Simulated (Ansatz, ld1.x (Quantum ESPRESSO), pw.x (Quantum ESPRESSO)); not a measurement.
Equation-of-state test of one TM potential (Ta)

tantalum, norm-conserving Troullier–Martins (Kleinman–Bylander form), made with ld1.x (Quantum ESPRESSO) 7.5 (LDA (PW92), scalar-relativistic). Core [Xe] 4f14, reference 5d3 6s2 6p0. Waves: 6s (bound): rc 2.15 bohr; 5d (bound): rc 2.25 bohr; 6p (bound, empty): rc 3.05 bohr. Local part: the p channel. Core correction: none.

Atomic tests: cutoffs needed: 30 Ry and 40 Ry (the cutoffs (Ry, on a coarse ladder) from which the occupation-weighted sum of valence levels, in a spherical-Bessel basis at the reference potential, stays within 10 and 1 mRy of its value at 400 Ry); ghost test: no extra level below or beside the all-electron valence levels (s, d, p, f tested) (spherical-Bessel basis up to 400 Ry, 20 bohr box); largest excitation error: +265 meV (all-electron minus pseudo) for 5d1 6s0 6p0, out of 7 test configurations.

Crystal test: bcc Ta in pw.x 7.5, no spin, 14³ k-points, Fermi–Dirac smearing 0.01 Ry, cutoffs 50/200 Ry. The reference is all-electron LAPW (Ansatz 0.2.0) with the same functional, mesh and smearing; V0 and B0 come from Birch–Murnaghan fits to the pressures at five volumes. Errors are pseudo minus all-electron; Δ is the rms difference of the E(V) curves that follow from these fits, minima aligned, over ±6 % about the mean V0. Mesh and smearing are coarse, so the numbers serve the comparison and aren't converged zero-temperature values; the lattice is a test structure that the element need not adopt.

All-electron: a0 = 3.255 Å (V0 = 17.24 Å³/atom), B0 = 217.7 GPa.

Q: How far does the potential miss the all-electron equation of state?

A: mean pressure error (GPa): +18.65. The pressure does not cross zero within the volumes sampled, so no fit is given. The largest radius (3.05 bohr) exceeds half the bond length (2.66 bohr), so the spheres overlap, which is one possible source of error among others. This is a poor potential for the solid.

| V (Å³/atom) | P all-electron (GPa) | P pseudo (GPa) |
| --- | --- | --- |
| 16.272 | 13.97 | 36.20 |
| 16.700 | 7.30 | 27.51 |
| 17.128 | 1.38 | 19.82 |
| 17.556 | -3.88 | 13.00 |
| 17.984 | -8.54 | 6.96 |

Q: At the middle volume, how do free energy and pressure move when the wave cutoff is lowered (ecutrho kept at four times it)?

A:

```tsv
cutoff (Ry)	shift of F (meV/atom)	shift of P (GPa)
22	+419.4	-15.41
30	+24.5	-1.27
40	+6.3	+0.20
```

The run at the middle volume (104 k-points, 6 iterations) took about 5.9 s on one core of a shared host (Neoverse-V1, 32 threads, 247 GiB, load 25).
